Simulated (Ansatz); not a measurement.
# BH4N: the cost of one run

Program: Ansatz 0.2.0. Level of theory: RKS LDA/def2-mTZVP. These are calculated values, not measurements.

## 1. The structure to begin with

Bond lengths: B1–H2 1.190 Å, B1–H3 1.190 Å, B1–N4 1.550 Å, N4–H5 1.060 Å, N4–H6 1.060 Å. Angles: H2–B1–H3 120.0°, H2–B1–N4 120.0°, H3–B1–N4 120.0°, B1–N4–H5 120.0°, B1–N4–H6 120.0°, H5–N4–H6 120.0°.

Coordinates:

```xyz
6

B     0.0000    0.0000    0.0000
H     0.0000    0.0000    1.1900
H     1.0305    0.0000   -0.5950
N    -1.3423    0.0000   -0.7750
H    -2.0112   -0.8164   -0.6764
H    -1.5914    0.8164   -1.4036
```

## 2. Preparing the start

Contents of input.yaml:

```yaml
crystal:
  periodic: [false, false, false]
  atoms:
    - { symbol: B, position_ang: [0.0, 0.0, 0.0] }
    - { symbol: H, position_ang: [0.0, 0.0, 1.19] }
    - { symbol: H, position_ang: [1.0305, 0.0, -0.595] }
    - { symbol: "N", position_ang: [-1.3423, 0.0, -0.775] }
    - { symbol: H, position_ang: [-2.0112, -0.8164, -0.6764] }
    - { symbol: H, position_ang: [-1.5914, 0.8164, -1.4036] }
basis:
  gaussian: { orbitals: def2-mTZVP }
hamiltonian:
  xc: lda
relax:
  f_tol: 0.02
  max_steps: 40
output:
  orbitals: {}
```

The run is started by

```
ansatz run input.yaml --threads 1 --pin off --max-ram 2048MiB --backend cpu --events-out ev --progress --plain --runs-dir out
```

What time and memory should one allow on 1 thread of Arm Neoverse V1, shared host?

About 4.9 s, with a peak of 0.1 GiB.
